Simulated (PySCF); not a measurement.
Geometries of 2 isomers of [C6H7]+ (charge +1), from PBE0-D3(BJ)/def2-SVP geometry optimisation, gas phase in PySCF. One conformer each, no zero-point energy, no frequencies.

Problem. Which isomer lies lower at this level?
A.
```xyz
13
angstrom
C      1.418    0.437   -0.266
C      1.149   -0.942   -0.145
C     -0.138   -1.350    0.093
C     -1.219   -0.375    0.223
C     -0.875    1.039    0.081
C      0.419    1.425   -0.157
H      2.449    0.754   -0.455
H      1.961   -1.666   -0.241
H     -0.381   -2.413    0.192
H     -2.055   -0.636   -0.467
H     -1.742   -0.532    1.196
H     -1.675    1.781    0.172
H      0.682    2.480   -0.261
```
B.
```xyz
13
angstrom
C      3.684    0.040    0.175
C      2.522   -0.298    0.010
C      1.212   -0.707   -0.186
C      0.095    0.087    0.062
C     -1.169   -0.426   -0.170
C     -2.422    0.285    0.042
H      4.712    0.339    0.321
H      1.064   -1.730   -0.563
H      0.222    1.107    0.436
H     -1.237   -1.457   -0.546
H     -2.300    1.307    0.417
H     -3.060   -0.304    0.730
H     -3.000    0.288   -0.904
```

Solution. A. That is `C1=C[CH+]CC=C1`, 56.0 kcal/mol below the other.

```
        SMILES                     atoms numbered as above      E (Eh)  relative (kcal/mol)  relative (kJ/mol)  dipole about centre of mass (D)
C1=C[CH+]CC=C1  [CH:1]1=[CH:2][CH+:3][CH2:4][CH:5]=[CH:6]1  -232.10933                  0.0                0.0                             1.12
C#C/C=C/[CH+]C   [CH:1]#[C:2]/[CH:3]=[CH:4]/[CH+:5][CH3:6]  -232.02013                 56.0              234.2                             0.85
```
